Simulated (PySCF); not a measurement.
Compound: C2HF3S.
SMILES: `FC(F)(F)C=S`

Computed, not measured: PBE0-D3(BJ)/def2-SVP geometry optimisation, gas phase in PySCF 2.14.0.

Take the most abundant isotopes and a rigid rotor. 

Problem. Give the principal moments of inertia and the rotational constants in cm⁻¹.

Solution. Ia = 91.69, Ib = 272.09, Ic = 275.44 u·Å²; 505379 MHz·u·Å²/I gives 5512, 1857 and 1835 MHz, that is A = 0.18386, B = 0.06196, C = 0.06120 cm⁻¹.

Problem. Classify the top.

Solution. A near-prolate asymmetric top. Ray's parameter κ = (2B − A − C)/(A − C) = -0.988; −1 is the prolate and +1 the oblate limit.

Problem. Is it planar, by Δ = Ic − Ia − Ib?

Solution. Not planar: Δ = Ic − Ia − Ib = -88.34 u·Å². For a rigid frame Δ = −2 Σ m c², so Σ m c² = 44.17 u·Å² lies off the ab plane: 0.00 from hydrogen and 44.17 from heavier atoms. The atom farthest from that plane is 1.09 Å away.

Problem. Give the other two planar moments, Paa and Pbb, and the rms extents of the mass along the axes.

Solution. Paa = Σ m a² = (Ib + Ic − Ia)/2 = 227.92 and Pbb = Σ m b² = (Ia + Ic − Ib)/2 = 47.52 u·Å². With the mass M = 113.98 u, the rms extents √(P/M) along a, b and c are 1.41, 0.65, 0.62 Å.

Problem. Where do the levels up to J = 2 lie, in K?

Solution. Above 0(0,0), as E/k:
J = 1: 1(0,1) 0.177, 1(1,1) 0.353, 1(1,0) 0.354
J = 2: 2(0,2) 0.532, 2(1,2) 0.706, 2(1,1) 0.709, 2(2,1) 1.235, 2(2,0) 1.235

Problem. Which lines would a microwave search look for?

Solution. The dipole components are |μa| = 0.45 D, |μb| = 1.19 D, |μc| = 0.00 D; the mirror of this Cs structure is the ab plane, so μc vanishes by symmetry (the 0.01 D computed is a residue) and there are no c-type lines. The squared components, which scale the intensities, stand as 0.15 : 1.00 (a : b). Some lines, for components of 0.1 D or more:

```
type  branch         J(Ka,Kc)    MHz  lower level (cm⁻¹)
   b       Q  1(1,0) ← 1(0,1)   3677               0.123
   a       R  1(0,1) ← 0(0,0)   3692               0.000
   b       Q  2(1,1) ← 2(0,2)   3700               0.369
   b       R  2(0,2) ← 1(1,1)   3730               0.245
   b       R  1(1,1) ← 0(0,0)   7347               0.000
   a       R  2(1,2) ← 1(1,1)   7362               0.245
   a       R  2(0,2) ← 1(0,1)   7384               0.123
   a       R  2(1,1) ← 1(1,0)   7407               0.246
   b       Q  2(2,0) ← 2(1,1)  10964               0.493
   b       R  2(1,2) ← 1(0,1)  11016               0.123
   b       Q  2(2,1) ← 2(1,2)  11031               0.491
   b       R  2(2,1) ← 1(1,0)  18370               0.246
   b       R  2(2,0) ← 1(1,1)  18393               0.245
```

Whether it is a minimum is left open (no frequencies). Zero-point vibration and centrifugal distortion are left out.

Shape of the structure used: `[F:1][C:2]([F:3])([F:4])[CH:5]=[S:6]`: F1–C2–C5–S6 -120°.
